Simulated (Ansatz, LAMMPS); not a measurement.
## Rock-salt MgO, zone-centre LO phonon frequency

Reference value: 710 cm⁻¹ (measured, temperature not stated, no zero-point or thermal correction, our sources range from 710 to 721; as tabulated in He et al. (2014), arXiv:1309.4805).

```tsv
level (code)	value (cm⁻¹)	cell (Å³/atom)
ionic model catlow1992 (shell model, LAMMPS)	797	9.54
ionic model lewis1985b (shell model, LAMMPS)	569	9.33
ionic model pedone2006 (rigid ions, LAMMPS)	722	9.53
LDA (Ansatz)	715	9.00
PBE (Ansatz)	678	9.62
PBEsol (Ansatz)	(withheld)	9.36
PBE-D3(BJ) (Ansatz)	(withheld)	9.31
r²SCAN (Ansatz)	719	9.29
```

Question: Some entries are withheld; supply them.

Answer: 
- PBEsol (Ansatz, a first-principles code), value (cm⁻¹): 692
- PBE-D3(BJ) (Ansatz), value (cm⁻¹): 702

Differences against the reference: ionic model catlow1992 +12.3 %, ionic model lewis1985b -19.9 %, ionic model pedone2006 +1.7 %, LDA +0.7 %, PBE -4.5 %, PBEsol -2.5 %, PBE-D3(BJ) -1.1 %, r²SCAN +1.3 %.

Once the reference is moved by up to 3.0 % (a margin picked here for doubts on the reference and the settings, and for temperature and zero-point motion) and values within 0.7 % count as equal, the nearest can be LDA (+0.7 %), PBE-D3(BJ) (-1.1 %), r²SCAN (+1.3 %), ionic model pedone2006 (+1.7 %) or PBEsol (-2.5 %). Farthest off among them: ionic model lewis1985b (-19.9 %).

The measured value isn't corrected to a static lattice, so vibrations enter the comparison.  Rigid ions have no electronic screening (ε∞ = 1). PBE-D3(BJ): the dispersion coefficients are held fixed in the derivatives. Each level is taken at its own relaxed cell. Cutoffs and k meshes differ between the levels. Ansatz's density-functional and Hartree–Fock values are scalar-relativistic unless marked +SOC, with PAW data made under PBE.

Empirical potentials (ionic model catlow1992, ionic model lewis1985b, ionic model pedone2006) are fitted to chosen data: where that held the value shown, agreement is built in, and what lay outside the fit can be far off.

Differences are worked out from the printed values.
